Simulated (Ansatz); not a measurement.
Basis-set extrapolation for `C/C=C/C(C)C` (PBE0-D4/def2-TZVP geometry, frozen core, the Gaussian-basis code of Ansatz). Multiplicity 1, RHF reference.

```csv
,def2-TZVPP,def2-QZVPP
HF,-234.267610,-234.278552
MP2 correlation,-1.034018,-1.098057
CCSD(T) correlation,-1.142244,not run
```

Energies in hartree. Use E(X) = E(∞) + A·exp(−7.88·√X) for Hartree–Fock and E(X) = E(∞) + B·X^(−2.97) for correlation, with X = 3 and 4, and add CCSD(T) minus MP2 of the smaller set to the MP2 limit.

Q: What is the CCSD(T) energy at the basis-set limit?

A: HF limit: -234.278552 + (-0.010942) × 0.13774 = -234.28006. MP2 limit: -1.098057 + (-0.064039) × 0.74074 = -1.14549. Higher-order term: -1.142244 − (-1.034018) = -0.10823. Total: -235.53378 hartree, 325.4 kJ/mol below CCSD(T)/def2-TZVPP.
